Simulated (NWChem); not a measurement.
Ionisation of CN

```xyz
2

C      0.0000     0.0000     0.6303
N      0.0000     0.0000    -0.5403
```
Charge 0, spin multiplicity 2.

Everything below was run with NWChem. All single points use one geometry, from UB3LYP/def2-SVP, a minimum by its harmonic frequencies.

Basis set: def2-TZVP. The species with one electron less has spin multiplicity 3 and keeps the geometry of the parent. Δ marks differences of total energies (open shells unrestricted). −ε marks an orbital energy of the parent. That orbital need not have the symmetry of the hole or added electron in the Δ rows.

B3LYP has NWChem's definition, with VWN1-RPA local correlation. The structure started from a generated list of species. The unpaired electrons of the parent sit in orbitals of symmetry a1 (C2v labels of the run); other states weren't searched. No SCF solution was tested for a lower state.

Task: One of these methods gave a first vertical ionisation energy of 13.55 eV. Which?
(A) −ε(beta HOMO) of PBE
(B) ΔLC-wPBE (omega 0.3 per bohr)
(C) G0W0@PBE
(D) ΔM06-2X

Result: C, G0W0@PBE. The others give 9.37 (−ε(beta HOMO) of PBE), 14.02 (ΔM06-2X), 14.21 (ΔLC-wPBE (omega 0.3 per bohr)).
